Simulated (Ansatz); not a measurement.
Platinum, fcc: convergence with cold smearing

Computed with Ansatz, r²SCAN, scalar-relativistic PAW, on the relaxed cell (a = 3.941 Å; spin not included). Errors count from a run at 500 eV on a Γ-centred 22×22×22 mesh with Fermi-Dirac smearing of 0.1 eV, extrapolated to zero width. Fixed here: cutoff 500 eV, mesh 14×14×14. The SCF starts from atomic densities corrected by a trained network.

```
width (eV)  E(σ→0) error (meV/atom)  F error (meV/atom)  P (GPa)  SCF iterations
      0.01                     -3.9                -4.0    -0.47               6
      0.03                     -4.1                -4.2    -0.46               6
       0.1                     -4.5                -4.1    -0.50               6
       0.2                     -3.3                -2.8    -0.48               6
       0.3                     -1.7                -3.2    -0.37               6
       1.0                    -17.2                -8.4    -1.21               6
```

**Question.** What does the run at 0.6 give (width)?

**Answer.** E(σ→0) error (meV/atom): -5.3; F error (meV/atom): -8.4; P (GPa): -0.42; SCF iterations: 6.
